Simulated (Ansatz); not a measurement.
**C2H3FS: how energies converge with the basis set**

One table from this session's results is given with a row withheld; the runs are named, their logs left out.

Computed with Ansatz 0.2.0, Gaussian basis. Level: one geometry, several basis sets.

Plan: PBE0-D4/def2-SVP; ωB97M-V/def2-SVP; PBE0-D4/def2-QZVPP; ωB97M-V/def2-QZVPP; the functionals' def2-TZVPP values are taken from earlier runs.

## Structure used throughout

All runs share one geometry, relaxed beforehand with PBE0-D4 in a triple-zeta def2 set.

SMILES `F/C=C\S`, 7 atoms, charge 0, spin multiplicity 1.

Atoms are counted from 1 here; the program's logs count them from 0.

Bond lengths: F1–C2 1.340 Å, C2–C3 1.323 Å, C2–H5 1.082 Å, C3–S4 1.741 Å, C3–H6 1.082 Å, S4–H7 1.342 Å. Angles: F1–C2–C3 122.0°, F1–C2–H5 113.2°, C3–C2–H5 124.9°, C2–C3–S4 127.4°, C2–C3–H6 118.0°, S4–C3–H6 114.5°, C3–S4–H7 96.5°.

Set-up of the first run:

Contents of in.yaml:

```yaml
crystal:
  periodic: [false, false, false]
  atoms:
    - {symbol: F, position_ang: [-0.749918, -1.013910, -1.105440]}
    - {symbol: C, position_ang: [-0.571922, -0.684175, 0.181148]}
    - {symbol: C, position_ang: [0.228844, 0.303072, 0.546746]}
    - {symbol: S, position_ang: [1.175589, 1.336071, -0.486561]}
    - {symbol: H, position_ang: [-1.142726, -1.301886, 0.861570]}
    - {symbol: H, position_ang: [0.325328, 0.514844, 1.603804]}
    - {symbol: H, position_ang: [0.796006, 0.778083, -1.646868]}
basis:
  gaussian: {orbitals: def2-SVP}
hamiltonian: {xc: pbe0, dispersion: d4}
output: {orbitals: {seedname: orbitals}}
```

The run is started by

```
ansatz run in.yaml --threads 2 --pin off --events-out ev --progress --plain --max-ram 4352MiB
```

Steps of the session up to this table: PBE0-D4 in def2-SVP; ωB97M-V in def2-SVP; PBE0-D4 in def2-QZVPP; ωB97M-V in def2-QZVPP.

One of the session's tables, all rows but one given; the rest of the session is left out.

It belongs to the step «Functionals by basis». 

```
functional       basis  HOMO (eV)  LUMO (eV)
   PBE0-D4    def2-SVP      -6.38       0.49
   PBE0-D4  def2-TZVPP          ?          ?
   PBE0-D4  def2-QZVPP      -6.58       0.12
   ωB97M-V    def2-SVP      -8.48       2.74
   ωB97M-V  def2-TZVPP      -8.66       2.35
   ωB97M-V  def2-QZVPP      -8.70       1.97
```

Q: Estimate the row for PBE0-D4, def2-TZVPP from the others.

As computed: HOMO (eV): -6.53; LUMO (eV): 0.21. In the column «HOMO (eV)» it lies between PBE0-D4, def2-QZVPP (-6.58) and PBE0-D4, def2-SVP (-6.38).
